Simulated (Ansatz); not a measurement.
Saddle point of SiPH7S, singlet (SiH₄S ([SiH3][SH]) + PH₃ → SiPH₅ ([SiH3][PH2]) + H₂S; bonds formed: Si1–P7, S2–H6; bonds broken: Si1–S2, H6–P7), PBE0-D4/def2-TZVP structure:

```
atom    x (Å)    y (Å)    z (Å)
 Si1  -0.7133   0.7469  -0.5706
  S2   0.1483   0.8628   1.7162
  H3  -0.1968   0.4949  -1.9513
  H4  -0.6775   2.2452  -0.5528
  H5  -2.1106   0.3372  -0.3149
  H6   0.2800  -0.4357   0.9066
  P7   0.0988  -1.6924  -0.5015
  H8   1.3591   1.2443   1.2764
  H9   1.4771  -1.4592  -0.7540
 H10   0.3347  -2.3439   0.7459
```

Energies are electronic, without zero-point energy. Barriers and step energies count from the start structure reached by relaxing down the imaginary mode; all methods use the PBE0-D4 structures, on which another method's saddle can fall below an end. Ansatz 0.2.0; basis: def2-TZVPP, with def2-QZVPP for the basis limit; cores frozen in the correlated methods. B3LYP uses VWN-RPA correlation. Extrapolation: Hartree–Fock as exp(−7.88 √X), correlation as X^−2.97.

| method | barrier (eV) | step energy (eV) |
| --- | --- | --- |
| SPW92 | ? | 0.313 |
| PBE-D4 | ? | 0.312 |
| BLYP-D4 | ? | 0.363 |
| r2SCAN-D4 | 2.357 | 0.355 |
| B97M-V | 2.554 | 0.326 |
| PBE0-D4 | 2.384 | 0.335 |
| B3LYP-D4 | 2.602 | 0.377 |
| r2SCAN0-D4 | 2.538 | 0.367 |
| BHLYP-D4 | 2.948 | 0.412 |
| CAM-B3LYP-D4 | 2.804 | 0.382 |
| wB97X-V | 2.804 | 0.371 |
| wB97M-V | 2.708 | 0.389 |
| B2PLYP | 2.721 | 0.378 |
| PBE-QIDH | 2.626 | 0.370 |
| RPA on PBE | 2.736 | 0.358 |
| HF | 3.707 | 0.434 |
| MP2 | 2.671 | 0.400 |
| CCSD | 2.943 | 0.368 |
| CCSD(T) | 2.757 | 0.361 |

Q: Fill in the withheld barriers. (An estimate is asked for; the value comes from the calculation.)

A: By the calculation: SPW92 1.837; BLYP-D4 2.384; PBE-D4 2.102 eV. Each is the energy of the saddle less that of the start structure, by the same method.

For comparison, the barrier by CCSD(T) at an estimated basis limit (MP2 extrapolated from triple and quadruple zeta, plus CCSD(T) − MP2 in triple zeta) is 2.705 eV.

No T1 diagnostic of these runs exceeds 0.015.

Labels in which every atom is bracketed show which atoms are joined, not bond orders.

For scale, one of the runs: CCSD(T)/def2-TZVPP, 224 basis functions, launched by `ansatz run in.yaml --threads 4 --pin off --events-out ev --progress --plain --max-ram 9574MiB`. Time: 53 s of wall clock on 4 CPU threads of an Arm Neoverse V1; the host was shared. Peak host memory: 3.2 GiB.
